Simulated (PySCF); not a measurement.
# Partners of chloride

Gas-phase complexes of chloride (charge -1), each in one structure from a short search with a few starts, optimised by PBE0-D3(BJ)/def2-SVPD or PBE0-D3(BJ)/def2-TZVPD; other ways of binding may lie lower. Energies in kcal/mol, wB97M-D3(BJ)/def2-TZVPD, counterpoise-corrected (PySCF): interaction is complex less parts frozen as they stand in it, binding adds what it costs to deform them. Contacts are written partner···chloride; electrostatic, Pauli and orbital are terms of the uncorrected same energy, whose rest is dispersion or correlation.

Frequency runs check only 5 of the 7 structures; these show no clear imaginary mode.

Task: Order these partners of chloride by binding energy, strongest first: hydrogen chloride, methane, aluminium trichloride, BeF2, methanol, chlorine, aluminium trifluoride.

Result: aluminium trichloride (-74.6), aluminium trifluoride (-71.4), BeF2 (-49.5), hydrogen chloride (-22.7), chlorine (-21.2), methanol (-15.5), methane (-2.8).
```
              partner  contact  distance (Å)  binding  interaction  electrostatic  Pauli  orbital
aluminium trichloride  Al···Cl          2.17    -74.6        -97.6         -106.9   83.8    -73.0
aluminium trifluoride  Al···Cl          2.18    -71.4        -93.1         -102.3   65.8    -55.8
                 BeF2  Be···Cl          1.99    -49.5        -70.8          -73.6   47.2    -43.9
    hydrogen chloride   H···Cl          1.57    -22.7        -41.2          -46.6   73.3    -67.3
             chlorine  Cl···Cl          2.29    -21.2        -36.0          -63.5  110.0    -81.9
             methanol   H···Cl          2.06    -15.5        -16.8          -21.8   17.6    -11.7
              methane   H···Cl          2.67     -2.8         -2.9           -3.0    3.9     -3.3
```
